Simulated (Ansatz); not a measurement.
Litharge SnO was calculated with r²SCAN-D4 in Ansatz (plane waves, PAW).

Input file:

Ansatz 0.2 input:
```yaml
crystal:
  lattice:
    - [3.798895501, 0.0, 0.0]
    - [0.0, 3.798895501, 0.0]
    - [0.0, 0.0, 4.8132397388]
  atoms:
    - { symbol: Sn, position: [0.5, 0.0, 0.7620278502] }
    - { symbol: Sn, position: [0.0, 0.5, 0.2379721498] }
    - { symbol: O, position: [0.5, 0.5, 0.0] }
    - { symbol: O, position: [0.0, 0.0, 0.0] }
basis:
  ecutwfc: 560
  ecutrho_ratio: 4
  xc_grid: 3
kpoints:
  mp_grid: { grid: [10, 10, 8] }
  band_path:
    path:
      - [0.0, 0.0, 0.0]
      - [0.0, 0.0625, 0.0]
      - [0.0, 0.125, 0.0]
      - [0.0, 0.1875, 0.0]
      - [0.0, 0.25, 0.0]
      - [0.0, 0.3125, 0.0]
      - [0.0, 0.375, 0.0]
      - [0.0, 0.4375, 0.0]
      - [0.0, 0.5, 0.0]
      - [0.0625, 0.5, 0.0]
      - [0.125, 0.5, 0.0]
      - [0.1875, 0.5, 0.0]
      - [0.25, 0.5, 0.0]
      - [0.3125, 0.5, 0.0]
      - [0.375, 0.5, 0.0]
      - [0.4375, 0.5, 0.0]
      - [0.5, 0.5, 0.0]
      - [0.454545, 0.454545, 0.0]
      - [0.409091, 0.409091, 0.0]
      - [0.363636, 0.363636, 0.0]
      - [0.318182, 0.318182, 0.0]
      - [0.272727, 0.272727, 0.0]
      - [0.227273, 0.227273, 0.0]
      - [0.181818, 0.181818, 0.0]
      - [0.136364, 0.136364, 0.0]
      - [0.090909, 0.090909, 0.0]
      - [0.045455, 0.045455, 0.0]
      - [0.0, 0.0, 0.083333]
      - [0.0, 0.0, 0.166667]
      - [0.0, 0.0, 0.25]
      - [0.0, 0.0, 0.333333]
      - [0.0, 0.0, 0.416667]
      - [0.0, 0.0, 0.5]
      - [0.0, 0.0625, 0.5]
      - [0.0, 0.125, 0.5]
      - [0.0, 0.1875, 0.5]
      - [0.0, 0.25, 0.5]
      - [0.0, 0.3125, 0.5]
      - [0.0, 0.375, 0.5]
      - [0.0, 0.4375, 0.5]
      - [0.0, 0.5, 0.5]
      - [0.0625, 0.5, 0.5]
      - [0.125, 0.5, 0.5]
      - [0.1875, 0.5, 0.5]
      - [0.25, 0.5, 0.5]
      - [0.3125, 0.5, 0.5]
      - [0.375, 0.5, 0.5]
      - [0.4375, 0.5, 0.5]
      - [0.5, 0.5, 0.5]
      - [0.454545, 0.454545, 0.5]
      - [0.409091, 0.409091, 0.5]
      - [0.363636, 0.363636, 0.5]
      - [0.318182, 0.318182, 0.5]
      - [0.272727, 0.272727, 0.5]
      - [0.227273, 0.227273, 0.5]
      - [0.181818, 0.181818, 0.5]
      - [0.136364, 0.136364, 0.5]
      - [0.090909, 0.090909, 0.5]
      - [0.045455, 0.045455, 0.5]
      - [0.0, 0.5, 0.083333]
      - [0.0, 0.5, 0.166667]
      - [0.0, 0.5, 0.25]
      - [0.0, 0.5, 0.333333]
      - [0.0, 0.5, 0.416667]
      - [0.5, 0.5, 0.083333]
      - [0.5, 0.5, 0.166667]
      - [0.5, 0.5, 0.25]
      - [0.5, 0.5, 0.333333]
      - [0.5, 0.5, 0.416667]
    npoints: 1
hamiltonian:
  xc: r2scan
  dispersion: d4
  pseudopotentials: { kind: paw }
scf:
  occupations: { method: fermi_dirac, width: 0.01 }
  convergence: { dr2_threshold: 0.0000000004 }
output:
  forces: true
  stress: true
  eigenvalues: true
  write_bands: true
```

From the output:

```
Crystal: 4 atoms, lattice volume = 69.463 Å³
Basis set: ecut = 560 eV, 2099 PW (Γ), exchange–correlation on 90×90×120 points (27 copies of the dense FFT grid, shifted against one another)
Bands: 24, of which v1, the nominal top of the filled ones, is band 20 counted from 1 (19 counted from 0)
Symmetry: 16 space group operations
Space group: P4/nmm (ITA 129), of the structure as read, at distance tolerance 4.1e-5 Å
k-points: 105 of 800
Functional: x = r2scan, c = r2scan; τ floored in thin density (d = 2e-4 eV/Å³)
SCF iter   1: F=—  HF=-13215.000121 eV  |F-HF|=—  |Δ(HF+E_count)|=         —  Δρ=8.15e-3  dr2=3.95e-2  dr2_τ=1.16e-1
SCF iter   2: F=—  HF=-13215.082367 eV  |F-HF|=—  |Δ(HF+E_count)|=   8.22e-2  Δρ=4.96e-3  dr2=1.00e-2  dr2_τ=7.04e-4
  ...
SCF iter   8: F=—  HF=-13215.083046 eV  |F-HF|=—  |Δ(HF+E_count)|=   2.65e-8  Δρ=9.95e-7  dr2=7.83e-10  dr2_τ=3.75e-11
SCF iter   9: F=-13215.083046 eV  HF=-13215.083046 eV  |F-HF|=3.64e-12  |Δ(HF+E_count)|=  4.69e-10  Δρ=1.42e-7  dr2=1.45e-11  dr2_τ=3.31e-13
SCF 1 converged in 9 iterations: F = -13215.083046 eV  dr2 = 1.45e-11
SCF converged after 9 iterations
Free energy (F): -13215.083046 eV
Internal energy: -13215.083045 eV  (E = F + TS)
E sigma→0 (E₀):  -13215.083046 eV
Fermi energy:    10.201090 eV
--- Forces (eV/Å), atoms counted from 1 ---
  atom   1  Sn     0.00000000     0.00000000     0.00038789
  atom   2  Sn     0.00000000     0.00000000    -0.00038789
  atom   3  O      0.00000000     0.00000000     0.00000000
  atom   4  O      0.00000000     0.00000000     0.00000000
--- Stress (GPa, compression-positive) ---
       -0.009754       0.000000       0.000000
        0.000000      -0.009754       0.000000
        0.000000       0.000000      -0.003653
  P = ⅓ Tr σ = -0.0077 GPa (-0.077 kbar)
```

The PAW data were made under PBE.

Ansatz is a first-principles code.
